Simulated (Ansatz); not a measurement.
Two isomers of C3H4F2O: A = `FC[C@@H]1O[C@H]1F`, B = `C=CC(O)(F)F`.

Calculated with Ansatz (gas phase, PBE0-D4/def2-TZVP geometries, no zero-point term in ΔE). CCSD(T)/CBS is the MP2 limit (def2-TZVPP, def2-QZVPP) plus CCSD(T) − MP2 in def2-TZVPP, frozen cores. Functionals use def2-TZVPP. B3LYP here is the variant with VWN-RPA as its local correlation; programs differ in this. Each species was taken in one conformer, which may not be the lowest.

Problem. Which is lower in electronic energy at CCSD(T)/CBS, and by how much? (Estimate.)

Solution. Ansatz gave: B, by 29.1 kcal/mol.

Problem. Give E(B) − E(A) in kcal/mol with MP2/def2-TZVPP, B3LYP-D4, CCSD/def2-TZVPP, ωB97M-V, PBE-D4, B3LYP, PBE0-D4. (Best estimate.)

Solution. Computed: MP2/def2-TZVPP -27.5, B3LYP-D4 -28.3, CCSD/def2-TZVPP -28.6, ωB97M-V -28.2, PBE-D4 -24.3, B3LYP -27.7, PBE0-D4 -25.0. None reverses the order clearly.

Largest T1 diagnostic: 0.012.

From PBE to PBE0 (25 % exact exchange), in def2-TZVPP and without D4, E(B) − E(A) moves by −0.8 kcal/mol. In def2-TZVPP, CCSD(T) changes the Hartree–Fock value by +2.3 kcal/mol (the triples alone add −0.1 kcal/mol) and MP2 by +3.5 kcal/mol.
